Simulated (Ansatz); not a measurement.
Graphite, treated with r²SCAN+rVV10 in Ansatz (PAW).

Settings: plane-wave cutoff 500 eV, 18×18×6 k mesh (along the axes of the cell as run), Fermi–Dirac smearing 0.05 eV, scalar-relativistic PAW data made under PBE.

Computed at the level's own relaxed cell.

Task: Predict the equilibrium volume per atom, lattice constant a and c axis length.

Result: 
- equilibrium volume per atom: 8.71 Å³/atom
- lattice constant a: 2.455 Å
- c axis length: 6.676 Å

Measured, for comparison: lattice constant a 2.461 Å (300 K, no zero-point or thermal correction, our sources range from 2.456 to 2.461; as tabulated in Wikipedia's data pages); lattice parameter c 6.67 Å (low temperature, zero-point motion not removed; as tabulated in Berland et al. (2010), arXiv:1007.3305). Computed (rounded) less measured: lattice constant a -0.2 % (0.0 % to -0.2 % over the range), lattice parameter c +0.1 %.

Static lattice: no zero-point or thermal effects.

Ansatz is a program for electronic structure.
